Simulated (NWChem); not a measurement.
**SVWN5/6-311++G(2d,2p) (DKH2) run of SiHF (SMILES F[SiH])**

What is the vertical electron affinity of SiHF at SVWN5/6-311++G(2d,2p) (DKH2)? 

Program for the calculation: NWChem 7.3.0.

5 further runs of the same task are left out: 5 set aside as unsound or not needed.

### Step 1. Starting point

SiHF: 3 atoms, total charge 0, spin state singlet. SMILES: `F[SiH]`. Geometry: relaxed at PBE0-D4/def2-TZVP.

Bond lengths: F1–Si2 1.612 Å, Si2–H3 1.541 Å. Angles: F1–Si2–H3 96.3°.

### Step 2. The energy at SVWN5/6-311++G(2d,2p) (DKH2)

Input file run.xyz:

```xyz
3
FHSi energy
F     -1.090200     0.024400    -0.602300
Si     0.186800     0.629400     0.173800
H      0.892400    -0.718600     0.415300
```

Input file run.nw:

```
echo
start run
title "FHSi energy"
memory stack 880 mb heap 220 mb global 1100 mb

geometry noautosym nocenter noautoz
 load format xyz run.xyz
end

basis spherical bse
 F library "6-311++G(2d,2p)"
 Si library "6-311++G(2d,2p)"
 H library "6-311++G(2d,2p)"
end

relativistic
 douglas-kroll dkh
end

dft
 xc slater vwn_5
 grid medium
 convergence energy 1e-05
 mulliken
end

task dft energy
```

Command:

```sh
$ nwchem run.nw > run.out
```

Standard output:

```text
[...]
          Wavefunction type:  closed shell.
          No. of atoms     :     3
          No. of electrons :    24
[...]
          Charge           :     0
          Spin multiplicity:     1
[...]
          AO basis - number of functions:    72
[...]
              XC Information
              --------------
                        Slater Exchange Functional  1.000 local
                      VWN V Correlation Functional  1.000 local
[...]
 d= 0,ls=0.0,diis     1   -388.7150892132 -4.37D+02  1.66D-02  2.68D+00     1.8
[...]
 d= 0,ls=0.0,diis    10   -388.7956993776 -1.01D-07  1.88D-06  2.70D-08     8.2
         Total DFT energy =     -388.795699377632
      One electron energy =     -637.641297010462
           Coulomb energy =      230.596166317898
    Exchange-Corr. energy =      -29.945147524915
 Nuclear repulsion energy =       48.194578839848
[...]
      Total Density - Mulliken Population Analysis
     ---------------------------------------------
    Atom       Charge   Shell Charges
 -----------   ------   -------------------------------------------------------
    1 F    9     9.36   1.08  0.91  1.19  1.07  2.30  0.94  1.85 -0.06  0.07  0.00  0.01
    2 Si  14    13.53   0.80  1.16  0.96  1.03  1.04  0.85  1.98  3.87  0.56  0.77  0.27  0.08 -0.02  0.04  0.13
    3 H    1     1.12   0.23  0.56  0.30  0.00  0.00  0.01
[...]
```

Wall time 9 s (1 thread of Intel Xeon Platinum 8488C (Sapphire Rapids), shared host); peak memory 0.11 GiB.

### Step 3. The doublet anion, same level

Input file mymol.nw:

```
START mymol
TITLE "FHSi"
memory stack 880 mb heap 220 mb global 1100 mb
charge -1
GEOMETRY units angstroms noautosym nocenter noautoz
  F    -1.090200    0.024400   -0.602300
  Si    0.186800    0.629400    0.173800
  H     0.892400   -0.718600    0.415300
END
BASIS "ao basis" spherical bse
  * library "6-311++G(2d,2p)"
END
RELATIVISTIC
  douglas-kroll dkh
END
DFT
  xc slater vwn_5
  mult 2
  grid medium
  convergence energy 1e-05
  iterations 150
  mulliken
END
TASK dft energy
```

Command:

```sh
$ nwchem mymol.nw > mymol.out
```

Standard output:

```text
[...]
          Wavefunction type:  spin polarized.
          No. of atoms     :     3
          No. of electrons :    25
[...]
          Charge           :    -1
          Spin multiplicity:     2
[...]
          AO basis - number of functions:    72
[...]
              XC Information
              --------------
                        Slater Exchange Functional  1.000 local
                      VWN V Correlation Functional  1.000 local
[...]
 d= 0,ls=0.0,diis     1   -388.5528034826 -4.37D+02  3.99D-02  1.37D+00     1.9
[...]
 d= 0,ls=0.0,diis    10   -388.8248115806 -1.29D-07  1.34D-06  2.19D-08     8.9
[...]
         Total DFT energy =     -388.824811580563
      One electron energy =     -643.403345013362
           Coulomb energy =      236.532133739682
    Exchange-Corr. energy =      -30.148179146731
 Nuclear repulsion energy =       48.194578839848
[...]
      Total Density - Mulliken Population Analysis
     ---------------------------------------------
    Atom       Charge   Shell Charges
 -----------   ------   -------------------------------------------------------
    1 F    9     9.39   1.08  0.91  1.20  1.06  2.31  0.94  1.88 -0.07  0.08  0.00  0.01
    2 Si  14    14.40   0.80  1.17  0.95  1.03  0.93  0.85  1.98  3.87  0.61  0.96  0.49  0.27  0.35  0.04  0.11
    3 H    1     1.21   0.23  0.56  0.38  0.01  0.00  0.02
[...]
      <S2> =      0.7517 (Exact =     0.7500)
[...]
```

Run time: 9.6 s. Hardware: 1 thread of Intel Xeon Platinum 8488C (Sapphire Rapids), shared host; peak memory 0.11 GiB.

### Step 4. Outcome

At SVWN5/6-311++G(2d,2p) (DKH2):

| quantity | value |
| --- | --- |
| singlet SiHF: total energy | -388.79570 Eh |
| singlet SiHF: dipole moment | 1.01 D |
| singlet SiHF: HOMO energy | -5.96 eV |
| singlet SiHF: LUMO energy | -3.78 eV |
| singlet SiHF: HOMO–LUMO gap | 2.18 eV |
| doublet anion: total energy | -388.82481 Eh |
| doublet anion: HOMO energy (highest over α and β) | 1.92 eV |
| doublet anion: LUMO energy (lowest over α and β) | 2.68 eV |
| doublet anion: ⟨S²⟩ | 0.752 |
| vertical electron affinity (to the doublet anion) | 0.792 eV |

At fixed nuclei the extra electron is bound by 0.79 eV (18.3 kcal/mol). Mulliken charges (singlet SiHF) run from -0.36 on F1 to +0.47 on Si2; in a basis this large or diffuse they mean little. Mulliken charges (doublet anion) run from -0.40 on Si2 to -0.21 on H3; in a basis this large or diffuse they mean little. The HOMO (doublet anion) lies at positive energy, 1.92 eV, as semi-local functionals often give for anions; only total energies tell whether the electron is bound.
